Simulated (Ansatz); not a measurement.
# CH2, triplet: up the ladder of correlation methods

Computed with Ansatz's Gaussian-basis code (development build); BCCD by scripts on PySCF. Nonrelativistic, STO-3G, 1 core orbital frozen. Perturbation and coupled-cluster methods stand on the Hartree–Fock determinant that coupled cluster favours; RHF here means ROHF, with semicanonical perturbation theory. The state met can differ between shapes. Small basis; these aren't basis-limit values. The unrestricted determinant is a mixture of spins, so it may stand for another state.

Shape A. A bond is stretched, to 2.11 times the sum of the covalent radii.

| atom | x (Å) | y (Å) | z (Å) |
| --- | --- | --- | --- |
| C | 0.0000 | 0.0000 | 0.0000 |
| H | 0.0000 | 2.0790 | 0.8820 |
| H | 0.0000 | -0.9900 | 0.4200 |

Shape B. A bond is stretched, to 1.73 times the sum of the covalent radii.

```xyz
3

C     0.0000    0.0000    0.0000
H     0.0000    1.7028    0.7224
H     0.0000   -0.9900    0.4200
```

Shape C:

```json
{"atom": "C", "x (Å)": "0.0000", "y (Å)": "0.0000", "z (Å)": "0.0000"}
{"atom": "H", "x (Å)": "0.0000", "y (Å)": "0.8910", "z (Å)": "0.3780"}
{"atom": "H", "x (Å)": "0.0000", "y (Å)": "-0.9900", "z (Å)": "0.4200"}
```

Correlation energy of CCSD(T), then each method's total less that of CCSD(T), in eV:

| case | E corr CCSD(T) | CCSD | BCCD | BCCD(T) | determinant |
| --- | --- | --- | --- | --- | --- |
| A UHF | -0.817 | +0.025 | +0.025 | -0.009 | ⟨S²⟩ = 2.924 |
| B RHF | -2.725 | +0.022 | +0.020 | 0.000 | – |
| C RHF | -1.070 | +0.002 | +0.002 | 0.000 | – |

(1) Give full CI less CCSD(T). Is CCSD(T) good to 1 kcal/mol?

(2) Which method comes nearest to full CI in total energy for A UHF?

Results:

(1) A UHF: -0.035 eV (within, spin-contaminated determinant); B RHF: -0.014 eV (within); C RHF: -0.001 eV (within).

(2) BCCD(T), 0.026 eV away; next CCSD(T) (0.035 eV), last BCCD (0.060 eV).

Several Brueckner solutions were met.
